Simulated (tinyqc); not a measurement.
Extended Hueckel theory, for BH3, step by step. One step of it, computed by the program tinyqc.

Problem. Wolfsberg-Helmholz matrix. H_ij = K' S_ij (H_ii + H_jj)/2 for i != j (the diagonal keeps H_ii), with K' = K + D^2 + D^4 (1 - K), D = (H_ii - H_jj)/(H_ii + H_jj), K = 1.5.

overlap S:
```
,1B 2s,1B 2px,1B 2py,1B 2pz,2H 1s,3H 1s,4H 1s
1B 2s,1.000000,0.000000,0.000000,0.000000,0.482429,0.482245,0.482245
1B 2px,0.000000,1.000000,0.000000,0.000000,0.527899,-0.264022,-0.264022
1B 2py,0.000000,0.000000,1.000000,0.000000,0.000000,0.456995,-0.456995
1B 2pz,0.000000,0.000000,0.000000,1.000000,-0.014920,-0.014912,-0.014912
2H 1s,0.482429,0.527899,0.000000,-0.014920,1.000000,0.088773,0.088773
3H 1s,0.482245,-0.264022,0.456995,-0.014912,0.088773,1.000000,0.088800
4H 1s,0.482245,-0.264022,-0.456995,-0.014912,0.088773,0.088800,1.000000
```

diagonal H_ii (eV): 1B 2s -15.200000, 1B 2px -8.500000, 1B 2py -8.500000, 1B 2pz -8.500000, 2H 1s -13.600000, 3H 1s -13.600000, 4H 1s -13.600000

K = 1.500000

Give: H.

Solution.

H (eV):
```
,1B 2s,1B 2px,1B 2py,1B 2pz,2H 1s,3H 1s,4H 1s
1B 2s,-15.2000,0.0000,0.0000,0.0000,-10.4419,-10.4379,-10.4379
1B 2px,0.0000,-8.5000,0.0000,0.0000,-9.0523,4.5274,4.5274
1B 2py,0.0000,0.0000,-8.5000,0.0000,0.0000,-7.8365,7.8365
1B 2pz,0.0000,0.0000,0.0000,-8.5000,0.2558,0.2557,0.2557
2H 1s,-10.4419,-9.0523,0.0000,0.2558,-13.6000,-1.8110,-1.8110
3H 1s,-10.4379,4.5274,-7.8365,0.2557,-1.8110,-13.6000,-1.8115
4H 1s,-10.4379,4.5274,7.8365,0.2557,-1.8110,-1.8115,-13.6000
```
